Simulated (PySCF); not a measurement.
**Working out the ionisation energy of Al**

Al [Ne] 3s2 3p1 (2P) → Al+ [Ne] 3s2 (1S). All numbers are calculated (PySCF 2.14, no relativity, point nucleus, in def2-QZVPPD (10s6p5d2f1g, 76 functions)). Frozen: 1s2. Energies in hartree (1 hartree = 27.21139 eV):

```
            part   Al (lower)  Al+ (upper)
             UHF  -241.880676  -241.674547
CCSD correlation    -0.220539    -0.209229
             (T)    -0.003587    -0.002506
```

Problem. What does Hartree-Fock give?

Solution. (-241.674547) − (-241.880676) = 0.206129 hartree = 5.609 eV.

Problem. What do CCSD and CCSD(T) give?

Solution. The CCSD correlation energies differ by 0.011310 hartree = 0.308 eV and the triples by 0.001081 hartree = 0.029 eV, so CCSD gives 5.917 eV and CCSD(T) 5.946 eV.

Measured between the centres of the two terms (NIST): 5.977 eV, so CCSD(T) (valence and next inner shell) is off by -0.031 eV.

What remains against the reference includes basis incompleteness, the frozen core and higher excitations.
